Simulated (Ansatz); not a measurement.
C₂H₂S, SMILES C#CS: the interaction energy of a dimer with the counterpoise correction, run with Ansatz 0.2.0 through its Python package.

Script `c2h2s.py`:
```python
"""Binding of a C2H2S dimer at a trial geometry."""

from dataclasses import dataclass

import ansatz as az


@dataclass(frozen=True)
class RunConfig:
    basis_set: str = "cc-pVDZ"
    functional: str = "pbe0"


cfg = RunConfig()

FIRST = [
    ("C", (-1.1742, -0.3591, 0.0213)),
    ("C", (-0.0289, -0.2558, 0.0454)),
    ("S", (1.6281, -0.1666, 0.0844)),
    ("H", (-2.2114, -0.3624, -0.0259)),
    ("H", (1.7863, 1.1438, -0.1251)),
]
SECOND = [
    ("C", (0.7088, -3.1467, -1.6102)),
    ("C", (-0.2817, -3.7247, -1.5219)),
    ("S", (-1.7407, -4.5065, -1.399)),
    ("H", (1.6452, -2.7076, -1.7019)),
    ("H", (-1.3163, -5.7738, -1.4045)),
]

def energy(atoms, ghosts=()):
    molecule = az.Crystal.molecule()
    for symbol, xyz in atoms:
        molecule = molecule.atom(symbol, xyz)
    calc = (
        molecule.calculation()
        .basis(gaussian=cfg.basis_set)
        .functional(cfg.functional)
    )
    deck = calc.input()
    if ghosts:
        deck = deck.set(az.key.basis.gaussian.ghost_atoms, [{"symbol": s, "position_ang": list(xyz)} for s, xyz in ghosts])
    return az.Session.from_dict(deck).plan().execute().report["free_energy_ev"]

# ghost atoms carry the functions of the partner
both = energy(FIRST + SECOND)
alone = energy(FIRST) + energy(SECOND)
ghosted = energy(FIRST, SECOND) + energy(SECOND, FIRST)
print(f"dimer {both:.6f} eV")
print(f"interaction, uncorrected   {(both - alone):8.3f} eV")
print(f"interaction, counterpoise  {(both - ghosted):8.3f} eV")
print(f"basis-set superposition    {(alone - ghosted):8.3f} eV")
```

How large is the interaction at this pose, and how much of it is basis-set superposition?

Uncorrected it is 0.004 eV, with the counterpoise correction 0.021 eV; the difference, 0.02 eV, is the superposition error. In this basis both values are repulsive.

What the script printed:

Output of `python c2h2s.py`:
```text
dimer -25865.960583 eV
interaction, uncorrected      0.004 eV
interaction, counterpoise     0.021 eV
basis-set superposition       0.017 eV
```

Notes:
- Total energies depend on the basis set; only differences at equal settings carry meaning.
- The dimer is a generated trial pose of unrelaxed monomers, not a minimum, so the figure is no binding energy, and the basis set is small.
- This level lacks the dispersion part of the attraction (electrostatics and induction are there), which can decide the sign where the interaction is weak.
- Finished in 12 s on 1 thread of Arm Neoverse V1, with other jobs on the host, peak memory 0.29 GiB.
